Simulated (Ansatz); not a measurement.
Input for Ansatz (development build ahead of 0.2.0):

```yaml
crystal:
  periodic: [false, false, false]
  atoms:
    - { symbol: C, position_ang: [0.48839, 0.10233, -0.37416] }
    - { symbol: "N", position_ang: [-0.50239, -0.09937, 0.33226] }
    - { symbol: H, position_ang: [-0.58037, -0.56021, 1.22633] }
    - { symbol: H, position_ang: [0.48988, 0.59726, -1.31092] }
    - { symbol: H, position_ang: [1.40957, -0.29146, 0.06829] }
basis:
  gaussian: { orbitals: def2-SVP }
total_charge: 1
magnetization:
  spin_polarized: true
  initial_magnetization: 1
hamiltonian:
  xc: hf
output:
  forces: true
```

The input is written out in the form of the current development build from the run's settings.

Output:

```
Converged                       : yes
Total energy                    : -93.64174 hartree
Spin squared of the determinant : 0.844
Stability test                  : minimum
```

Forces (eV/Å):
```json
{"atom": "C1", "Fx": "0.887", "Fy": "-0.410", "Fz": "0.484"}
{"atom": "N2", "Fx": "0.063", "Fy": "-0.254", "Fz": "0.453"}
{"atom": "H3", "Fx": "-0.937", "Fy": "-0.047", "Fz": "0.400"}
{"atom": "H4", "Fx": "-0.221", "Fy": "0.587", "Fz": "-1.036"}
{"atom": "H5", "Fx": "0.208", "Fy": "0.124", "Fz": "-0.302"}
```
